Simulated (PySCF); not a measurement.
## Reproducing measurements on C4H10

**What was measured.**

From NIST CCCBDB Release 22 (SRD 101), experimental dipoles, for the gas: dipole moment (microwave Stark effect) 0.132 D.

The runs below try to reproduce these values; the comparison stands at the end.

Compound: C4H10.
Numbering: `[CH3:1][CH:2]([CH3:3])[CH3:4]` (hydrogens: H5, H6, H7 on C1; H8 on C2; H9, H10, H11 on C3; H12, H13, H14 on C4)

Cartesian coordinates in Å at the PBE0-D3(BJ)/def2-SVP level; atoms count from 1:
```xyz
14
C4H10 angstrom
C     -0.0429    1.3825   -0.5866
C      0.0598    0.1043    0.2385
C      1.2501   -0.7410   -0.2021
C     -1.2365   -0.6961    0.1781
H      0.8749    1.9866   -0.5109
H     -0.1998    1.1480   -1.6531
H     -0.8865    2.0094   -0.2573
H      0.2264    0.3962    1.2921
H      2.1926   -0.1747   -0.1400
H      1.1290   -1.0718   -1.2476
H      1.3580   -1.6428    0.4209
H     -1.1809   -1.6026    0.8011
H     -2.0953   -0.1009    0.5261
H     -1.4509   -1.0161   -0.8558
```

Runs made with PySCF (gas phase, on this PBE0-D3(BJ)/def2-SVP geometry; no spin–orbit coupling):

| level | job | basis functions | wall time |
| --- | --- | --- | --- |
| PBE0-D3(BJ)/def2-SVP, grid level 1 | geometry optimisation from a GFN2-xTB start shaken at random | 106 | 25 s |

Hardware: Arm Neoverse V2, one thread, on a shared host.

Results beside the measurements:

**Dipole moment.** Measured: 0.132 D (NIST CCCBDB Release 22 (SRD 101), experimental dipoles).

```
               level  computed (D)  computed − measured (D)
PBE0-D3(BJ)/def2-SVP         0.091                   -0.041
```

The computed dipoles belong to one fixed geometry; measured ones are averaged over vibrations unless marked μe. Magnitudes are compared, not signs.

No measured geometry was used, and the causes of the misses weren't examined.
